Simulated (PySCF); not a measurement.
Computed properties of ozone (O₃), SMILES O=[O+][O-]

ozone (O3), SMILES O=[O+][O-]. Geometry optimised at PBE0-D3(BJ)/def2-TZVP. The molecule may have multireference character, which single-reference levels describe poorly. The values are those of a single conformer. All values are computed for the isolated molecule unless a solvent is named; none is compared with measurement here.

**Structure.** The optimised structure has C2v symmetry. All 3 harmonic modes at PBE0-D3(BJ)/def2-TZVP (PySCF) are real, so it is a minimum. With heavy atoms numbered as in [O:1]=[O+:2][O-:3], the shortest bond between them is O1–O2 at 1.238 Å and the longest O2–O3 at 1.238 Å.

**Vibrations.** The strongest infrared lines (harmonic, unscaled, degenerate partners summed) lie at 1304 cm⁻¹ (254 km/mol, O 100 %), 780 cm⁻¹ (8 km/mol, O 100 %). The softest mode is at 780 cm⁻¹ and the zero-point energy is 4.9 kcal/mol.

**Electronic structure.** HF/def2-TZVPD (PySCF) places the frontier levels at -13.39 and -0.84 eV, a gap of 12.55 eV, and gives a dipole moment of 0.80 D and a mean polarisability of 19.8 bohr³. PBE/def2-TZVPD (PySCF) at the same geometry gives -7.81 and -5.87 eV, so its gap is 10.61 eV narrower. An orbital gap is neither the optical nor the fundamental gap.

**Excitations.** TDA-PBE0/def2-TZVPD (PySCF) has S1 at 2.30 eV (539 nm, f = 0.000, dark); the most intense of the 10 singlets computed lies at 6.60 eV (f = 0.22). T1 (TDA) is at 1.35 eV, 0.95 eV under S1. TDA-PBE/def2-TZVPD (PySCF) puts S1 at 2.37 eV.
